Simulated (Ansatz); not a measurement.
How methods differ on BSiH4 (SMILES B[SiH2])

BSiH4: 6 atoms, total charge 0, spin state doublet. SMILES: `B[SiH2]`. Geometry: relaxed at GFN2-xTB.

```xyz
6

B    -0.0037   -1.0372    0.1147
Si    0.0044    0.8296   -0.0920
H    -0.7310   -1.5643    0.8763
H     0.7175   -1.7251   -0.5125
H     0.8281    1.6590   -0.9881
H    -0.8153    1.8380    0.6016
```

Each level gives the energy change with the B1–H3 bond stretched from 1.178 to 2.944 Å (eV). The values are calculated.

| level | kind | program | value (eV) | less CCSDT/STO-3G | CPU time (all runs) |
| --- | --- | --- | --- | --- | --- |
| UPBE/STO-3G | GGA | Ansatz | 5.94 | +0.54 | 11 s |
| U-r2SCAN/STO-3G | meta-GGA | Ansatz | 5.79 | +0.39 | 22 s |
| U-r2SCAN0/STO-3G | hybrid meta-GGA | Ansatz | 5.83 | +0.43 | 24 s |
| UBHLYP/STO-3G | global hybrid | Ansatz | 6.02 | +0.62 | 12 s |
| UPBE0/STO-3G | global hybrid | Ansatz | 5.97 | +0.57 | 10 s |
| UHSE06/STO-3G | range-separated hybrid | Ansatz | 5.97 | +0.57 | 13 s |
| UB2PLYP/STO-3G | double hybrid | Ansatz | 5.86 | +0.46 | 16 s |
| RPA@PBE/STO-3G | RPA | Ansatz | 5.73 | +0.33 | 13 s |
| UMP2/STO-3G | perturbation theory | Ansatz | 5.39 | -0.01 | 0.97 s |
| UCCSDT/STO-3G | coupled cluster or CI | Ansatz | 5.40 | 0.00 | 7.2 s |

UCCSDT/STO-3G is the highest level here, not the true value. At this stretch a single reference begins to fail. The first shape isn't each level's own minimum. The values span 5.39 to 6.02 eV. Spin contamination of the reference (⟨S²⟩ at least 0.1 too high) touches UPBE/STO-3G, U-r2SCAN/STO-3G, U-r2SCAN0/STO-3G, UBHLYP/STO-3G, UPBE0/STO-3G, UHSE06/STO-3G, UB2PLYP/STO-3G, RPA@PBE/STO-3G, UMP2/STO-3G, UCCSDT/STO-3G. All rows use very small basis sets, so even the best lies far from the true value. Times are those of the runs behind each value, whatever else they computed, on shared processors of several kinds: orders of magnitude only.
